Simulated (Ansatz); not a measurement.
**HAl–CH, quartet in 6-31G: errors against full CI**

Geometry: a point of a stretch scan, not a stationary point.

```json
{"atom": "Al", "x (Å)": "0.0000", "y (Å)": "-0.0722", "z (Å)": "0.5626"}
{"atom": "C", "x (Å)": "0.0000", "y (Å)": "0.0053", "z (Å)": "-1.1987"}
{"atom": "H", "x (Å)": "0.0000", "y (Å)": "1.3239", "z (Å)": "1.3697"}
{"atom": "H", "x (Å)": "0.0000", "y (Å)": "0.5442", "z (Å)": "-2.1445"}
```

Basis 6-31G; Ansatz 0.2.0. Only valence electrons are correlated (noble-gas cores frozen), which leaves 9 electrons in 20 orbitals. Prefix R: restricted or restricted open-shell reference; prefix U: unrestricted. Active spaces: valence = (9e, 10o) chosen from the atoms' valence shells; pair = (5e, 5o) about the gap.

Full CI is exact within this basis and frozen core; it isn't the basis-set limit. The frozen core follows each run's orbitals, which can shift R against U totals by a few meV.

For open shells CISD is restricted-active-space CI with the open shells as a complete middle space.

* UHF ⟨S²⟩: 3.768
* T1 diagnostic (RCCSD): 0.0238
* largest doubles amplitude (RCCSD): 0.033
* T1 diagnostic (UCCSD): 0.0166

```csv
level,E − E(RHF) (eV)
UHF,-0.1420
RMP2,-2.0600
UMP2,-2.0912
RCCSD,-2.6943
UCCSD,-2.6964
RCCSD(T),-2.7396
UCCSD(T),-2.7401
```

(1) Estimate how far full CI in 6-31G lies from RCCSD(T). The table doesn't fix it; the size of (T) and the diagnostics are the guide.

(1) Full CI in 6-31G lies 1.8 kJ/mol below RCCSD(T), which is 41 % of the (T) step (-4.4 kJ/mol). The diagnostics give no warning, yet the rest is a sizeable part of (T).

The other levels:

```tsv
level	E − E(full CI) (kJ/mol)	share of correlation (%)	wall time
CISD	16.0	93.99	0.66 s
BCCD(T)	1.8	99.31	0.6 s
RCCSDT	0.3	99.88	–
UCCSDT	0.2	99.91	–
RCCSDT(Q)	0.0	99.99	2.8 s
UCCSDT(Q)	-0.1	100.02	2.4 s
RCCSDTQ	0.0	100.00	17 s (H100)
UCCSDTQ	-0.1	100.03	19 s (H100)
CASSCF (pair space)	216.5	18.63	–
NEVPT2 (pair space)	60.4	77.30	0.36 s
MRCISD (pair space)	13.2	95.02	–
MRCISD+Q (pair space)	1.6	99.40	0.99 s
CASSCF (valence space)	93.7	64.80	–
NEVPT2 (valence space)	25.9	90.28	2.3 s
MRCISD (valence space)	4.2	98.43	–
MRCISD+Q (valence space)	2.2	99.17	6 s (H100)
```

The correlation energy at full CI, counted from RHF, is -2.758 eV. That run took 7 s on 2 threads of AMD EPYC 7R13 with a shared H100 80 GB, shared host over 22,150,304 determinants.

Times hold each run's SCF and search for its determinant on a shared host, so for small cases they say little of a method's own cost; rows without a card ran on 1 thread of AMD EPYC 7R13. Some runs computed forces too.

The full-CI state has the irrep A'' of Cs, in the program's axes.

Natural occupations of full CI about the gap: 1.971 1.966 1.959 0.996 0.992 0.990 0.029 0.026 0.021 0.020; effectively unpaired electrons, Σ n²(2−n)², 3.02.
